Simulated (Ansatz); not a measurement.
The first iterations of a band of AlClFH3 (6 atoms, charge 0, multiplicity 1).

All numbers below come from RKS r2SCAN/def2-SVP in Ansatz.

```yaml
movable_images: 7
climbing_image: yes
spring: 5.0 eV/Å²
optimiser: fire
start_path: through a guess of the saddle point
force_threshold: 0.05 eV/Å
iteration_limit: 60
end_points: relaxed
```

First end point:

```xyz
6
Properties=species:S:1:pos:R:3
Al 0.006 -0.017 0.025
F 0.010 0.225 1.723
H 1.410 0.152 -0.678
H -1.413 0.070 -0.661
Cl 0.084 -2.474 0.921
H 0.063 -1.555 1.870
```

Last end point:

```xyz
6
Properties=species:S:1:pos:R:3
Al 0.016 -0.383 -0.112
F 0.018 -0.031 1.867
H 1.406 0.177 -0.603
H -1.410 0.095 -0.586
Cl 0.081 -2.467 0.614
H 0.048 -0.993 2.021
```

| iteration | highest image above the first end (eV) | largest band force component (eV/Å) |
| --- | --- | --- |
| 1 | 0.679 | 2.094 |
| 2 | 0.510 | 1.838 |
| 3 | 0.299 | 1.225 |
| 4 | 0.254 | 1.039 |
| 5 | 0.185 | 0.684 |
| 6 | 0.163 | 0.596 |
| 7 | 0.126 | 0.466 |
| 8 | 0.113 | 0.440 |

Question: Does the band converge within its limit, and where does its top end?

Answer: The forces met the threshold. It ended after 24 iterations with the highest image 0.032 eV above the first end. Another band between the same ends (7 images) ends at a top of the same energy, where a vibrational analysis finds 1 clearly imaginary mode. The orbitals stay closed-shell, which can raise the energy where a bond breaks towards radicals; this wasn't checked here.

The run took 8.4 min on 1 thread of Arm Neoverse V1, on a shared host, peak memory 0.12 GiB.
